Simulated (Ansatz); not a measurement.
Two structures, one formula

Two relaxed structures of CH5NSi, closed shell (PBE0-D4/def2-TZVP; forces vanish, vibrations not checked).

A:

N1  (-0.435, 0.624, -1.121)
C2  (-0.102, 0.491, 0.281)
Si3  (0.877, -1.051, 0.760)
H4  (-0.710, -0.259, -1.531)
H5  (-1.181, 1.287, -1.280)
H6  (0.430, 1.384, 0.636)
H7  (-0.975, 0.407, 0.971)
H8  (1.078, -0.557, 2.191)
(Å)

B:

N1  (-0.532, 0.607, -1.119)
C2  (-0.063, 0.480, 0.136)
Si3  (0.291, -0.977, 1.096)
H4  (-0.588, -0.197, -1.720)
H5  (-1.063, 1.412, -1.402)
H6  (-0.081, 1.418, 0.690)
H7  (0.702, -2.116, 0.222)
H8  (1.333, -0.628, 2.097)
(Å)

Program: Ansatz 0.2.0. Basis: def2-TZVPP. Cores are frozen in the correlated methods. B3LYP uses VWN-RPA correlation.

Problem. Which structure is lower at CCSD(T), and by how much? (Judge from chemistry; the value comes from the calculation.)

Solution. Computed: B, by 0.323 eV (electronic energy, against the other). By their contacts, A is CH₅NSi ([NH2][CH2][SiH]) and B is CH₅NSi ([NH2][CH][SiH2]).

All methods give the same order:

```json
{"method": "PBE-D4", "E(B) − E(A) (eV)": "-0.582"}
{"method": "r2SCAN-D4", "E(B) − E(A) (eV)": "-0.644"}
{"method": "PBE0-D4", "E(B) − E(A) (eV)": "-0.427"}
{"method": "B3LYP-D4", "E(B) − E(A) (eV)": "-0.457"}
{"method": "wB97M-V", "E(B) − E(A) (eV)": "-0.211"}
{"method": "HF", "E(B) − E(A) (eV)": "-0.038"}
{"method": "MP2", "E(B) − E(A) (eV)": "-0.337"}
{"method": "CCSD", "E(B) − E(A) (eV)": "-0.191"}
{"method": "CCSD(T)", "E(B) − E(A) (eV)": "-0.323"}
```

T1 diagnostic: at most 0.022. The restricted Hartree–Fock reference is unstable towards an unrestricted one at one or more of these structures. A large double-excitation amplitude points to some diradical character; no triplet was computed.

Labels in which every atom is bracketed show which atoms are joined, not bond orders.

For scale, one of the runs: CCSD(T)/def2-TZVPP, 174 basis functions, launched by `ansatz run in.yaml --threads 2 --pin off --events-out ev --progress --plain --max-ram 4352MiB`. Hardware: 2 CPU threads of an Arm Neoverse V1, shared host. Wall time 31 s; peak host memory 1.5 GiB.
